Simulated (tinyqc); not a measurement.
RKS/PBE0 in the sto-6g basis, for BH2+, spin multiplicity 1, step by step. One step of it, computed by the program tinyqc.

Task: Iteration 1: building the Kohn-Sham matrix. J_ij = sum D_kl (ij|kl), K_ij = sum D_kl (ik|jl); F = H + J - 0.125 K + V_xc; E = tr D H + tr D J / 2 - 0.0625 tr D K + E_xc + E_nn.

D at the start, lower triangle:
```
            1B 1s      1B 2s    1B 2px     1B 2py     1B 2pz      2H 1s     3H 1s
1B 1s    2.149105
1B 2s   -0.568611   2.153484
1B 2px   0.000000   0.000000  0.000000
1B 2py  -0.004072   0.019999  0.000000   2.259052
1B 2pz  -0.157821   0.656724  0.000000   0.004956   0.200396
2H 1s    0.053990  -0.177039  0.000000  -0.233977  -0.053815   0.038478
3H 1s    0.049984  -0.164914  0.000000   0.221816  -0.050356  -0.009391  0.034733
```

core Hamiltonian H = T + V (hartree), lower triangle:
```
             1B 1s      1B 2s     1B 2px     1B 2py     1B 2pz      2H 1s      3H 1s
1B 1s   -13.125672
1B 2s    -3.258512  -4.051104
1B 2px    0.000000   0.000000  -3.253856
1B 2py   -0.001219  -0.009859   0.000000  -3.377718
1B 2pz   -0.007709  -0.071644   0.000000  -0.003001  -3.269624
2H 1s    -0.414074  -1.143075   0.000000  -1.082779  -0.394250  -2.396143
3H 1s    -0.338604  -0.998897   0.000000   0.967820  -0.352154  -0.091728  -2.302167
```

Two-electron integrals (ij|kl) in chemists' order, unique and non-zero (hartree):
```
(11|11) 2.924993    (21|11) 0.480756    (21|21) 0.099484    (22|11) 0.743449
(22|21) 0.188967    (22|22) 0.544922    (31|31) 0.021096    (32|31) 0.030854
(32|32) 0.120443    (33|11) 0.743450    (33|21) 0.188967    (33|22) 0.544922
(33|33) 0.587109    (41|41) 0.021096    (42|41) 0.030854    (42|42) 0.120443
(43|43) 0.031641    (44|11) 0.743450    (44|21) 0.188967    (44|22) 0.544922
(44|33) 0.523827    (44|44) 0.587109    (51|51) 0.021096    (52|51) 0.030854
(52|52) 0.120443    (53|53) 0.031641    (54|54) 0.031641    (55|11) 0.743450
(55|21) 0.188967    (55|22) 0.544922    (55|33) 0.523827    (55|44) 0.523827
(55|55) 0.587109    (61|11) 0.062429    (61|21) 0.012533    (61|22) 0.023670
(61|33) 0.023543    (61|41) 0.000929    (61|42) 0.001791    (61|44) 0.023881
(61|51) 0.000332    (61|52) 0.000639    (61|54) 0.000121    (61|55) 0.023586
(61|61) 0.001638    (62|11) 0.173353    (62|21) 0.044964    (62|22) 0.145650
(62|33) 0.141315    (62|41) 0.004923    (62|42) 0.030677    (62|44) 0.152850
(62|51) 0.001757    (62|52) 0.010952    (62|54) 0.004118    (62|55) 0.142785
(62|61) 0.006045    (62|62) 0.057895    (63|31) 0.004338    (63|32) 0.020561
(63|43) 0.005507    (63|53) 0.001966    (63|63) 0.005735    (64|11) 0.163637
(64|21) 0.042981    (64|22) 0.146264    (64|33) 0.138768    (64|41) 0.008277
(64|42) 0.048148    (64|44) 0.159958    (64|51) 0.001406    (64|52) 0.009848
(64|54) 0.005599    (64|55) 0.140065    (64|61) 0.006031    (64|62) 0.067667
(64|64) 0.083218    (65|11) 0.058417    (65|21) 0.015344    (65|22) 0.052215
(65|33) 0.049539    (65|41) 0.001406    (65|42) 0.009848    (65|44) 0.053172
(65|51) 0.004840    (65|52) 0.024077    (65|54) 0.006804    (65|55) 0.053934
(65|61) 0.002153    (65|62) 0.024156    (65|64) 0.027661    (65|65) 0.015609
(66|11) 0.348731    (66|21) 0.092230    (66|22) 0.338093    (66|33) 0.319513
(66|41) 0.010953    (66|42) 0.092895    (66|44) 0.368952    (66|51) 0.003910
(66|52) 0.033163    (66|54) 0.017650    (66|55) 0.325813    (66|61) 0.012593
(66|62) 0.180977    (66|64) 0.228366    (66|65) 0.081525    (66|66) 0.774999
(71|11) 0.050979    (71|21) 0.010240    (71|22) 0.019356    (71|33) 0.019253
(71|41) -0.000761   (71|42) -0.001470   (71|44) 0.019528    (71|51) 0.000271
(71|52) 0.000524    (71|54) -0.000098   (71|55) 0.019288    (71|61) 0.001265
(71|62) 0.004401    (71|64) 0.004043    (71|65) 0.001577    (71|66) 0.008999
(71|71) 0.001094    (72|11) 0.149973    (72|21) 0.038946    (72|22) 0.127124
(72|33) 0.123297    (72|41) -0.004243   (72|42) -0.026977   (72|44) 0.133482
(72|51) 0.001513    (72|52) 0.009619    (72|54) -0.003632   (72|55) 0.124592
(72|61) 0.004663    (72|62) 0.029472    (72|64) 0.026650    (72|65) 0.012042
(72|66) 0.067963    (72|71) 0.004284    (72|72) 0.045386    (73|31) 0.003637
(73|32) 0.017511    (73|43) -0.004767   (73|53) 0.001700    (73|63) 0.002423
(73|73) 0.004322    (74|11) -0.144577   (74|21) -0.037999   (74|22) -0.130158
(74|33) -0.123577   (74|41) 0.007079    (74|42) 0.042119    (74|44) -0.142169
(74|51) -0.001227   (74|52) -0.008774   (74|54) 0.004930    (74|55) -0.124729
(74|61) -0.004384   (74|62) -0.027361   (74|64) -0.023198   (74|65) -0.011015
(74|66) -0.062493   (74|71) -0.004351   (74|72) -0.053978   (74|74) 0.067234
(75|11) 0.051552    (75|21) 0.013549    (75|22) 0.046411    (75|33) 0.044064
(75|41) -0.001227   (75|42) -0.008774   (75|44) 0.047294    (75|51) 0.004075
(75|52) 0.020640    (75|54) -0.005919   (75|55) 0.047874    (75|61) 0.001700
(75|62) 0.012201    (75|64) 0.010893    (75|65) 0.007308    (75|66) 0.029034
(75|71) 0.001552    (75|72) 0.019247    (75|74) -0.022433   (75|75) 0.012321
(76|11) 0.012893    (76|21) 0.003333    (76|22) 0.010802    (76|33) 0.010550
(76|41) -0.000007   (76|42) -0.000059   (76|44) 0.011006    (76|51) 0.000233
(76|52) 0.001435    (76|54) -0.000011   (76|55) 0.010849    (76|61) 0.000424
(76|62) 0.003348    (76|64) 0.003487    (76|65) 0.001528    (76|66) 0.009130
(76|71) 0.000348    (76|72) 0.003004    (76|74) -0.003214   (76|75) 0.001389
(76|76) 0.000259    (77|11) 0.329989    (77|21) 0.087314    (77|22) 0.322257
(77|33) 0.305264    (77|41) -0.009891   (77|42) -0.086179   (77|44) 0.350491
(77|51) 0.003527    (77|52) 0.030729    (77|54) -0.016127   (77|55) 0.311014
(77|61) 0.010443    (77|62) 0.074659    (77|64) 0.067123    (77|65) 0.031397
(77|66) 0.180640    (77|71) 0.009722    (77|72) 0.157855    (77|74) -0.202200
(77|75) 0.072099    (77|76) 0.009130    (77|77) 0.774999
```

nuclear repulsion = 3.58663235 hartree

V_xc (hartree), lower triangle:
```
            1B 1s      1B 2s     1B 2px     1B 2py     1B 2pz      2H 1s      3H 1s
1B 1s   -1.437798
1B 2s   -0.199248  -0.352933
1B 2px   0.000000   0.000000  -0.332856
1B 2py  -0.000064   0.000344   0.000000  -0.396427
1B 2pz  -0.004923  -0.040007   0.000000   0.000403  -0.327688
2H 1s   -0.027398  -0.087823   0.000000  -0.086132  -0.033236  -0.133282
3H 1s   -0.022374  -0.075534   0.000000   0.075279  -0.028938  -0.006459  -0.120943
```

E_xc = sum of w rho eps_xc = -3.51494155 hartree

Give: Coulomb J; exchange K; Kohn-Sham matrix F; total energy of this density.

Result:

Coulomb J (hartree), lower triangle:
```
        1B 1s   1B 2s  1B 2px  1B 2py  1B 2pz  2H 1s  3H 1s
1B 1s   8.942
1B 2s   1.732   3.695
1B 2px  0.000   0.000   3.652
1B 2py  0.000  -0.001   0.000   3.772
1B 2pz  0.031   0.131   0.000   0.000   3.662
2H 1s   0.223   0.957   0.000   0.948   0.354  2.123
3H 1s   0.182   0.833   0.000  -0.842   0.313  0.071  2.019
```

exchange K (hartree), lower triangle:
```
        1B 1s  1B 2s  1B 2px  1B 2py  1B 2pz  2H 1s  3H 1s
1B 1s   6.009
1B 2s   1.030  1.359
1B 2px  0.000  0.000   0.330
1B 2py  0.000  0.000   0.000   1.440
1B 2pz  0.021  0.363   0.000  -0.001   0.429
2H 1s   0.145  0.357   0.000   0.316   0.116  0.198
3H 1s   0.119  0.308   0.000  -0.276   0.100  0.025  0.151
```

Kohn-Sham matrix F (hartree), lower triangle:
```
         1B 1s   1B 2s  1B 2px  1B 2py  1B 2pz   2H 1s   3H 1s
1B 1s   -6.372
1B 2s   -1.855  -0.879
1B 2px   0.000   0.000   0.024
1B 2py  -0.001  -0.010   0.000  -0.182
1B 2pz   0.016  -0.026   0.000  -0.003   0.011
2H 1s   -0.237  -0.319   0.000  -0.261  -0.088  -0.431
3H 1s   -0.194  -0.280   0.000   0.236  -0.080  -0.030  -0.423
```

total energy of this density = -24.50124 hartree

This density is the starting one.
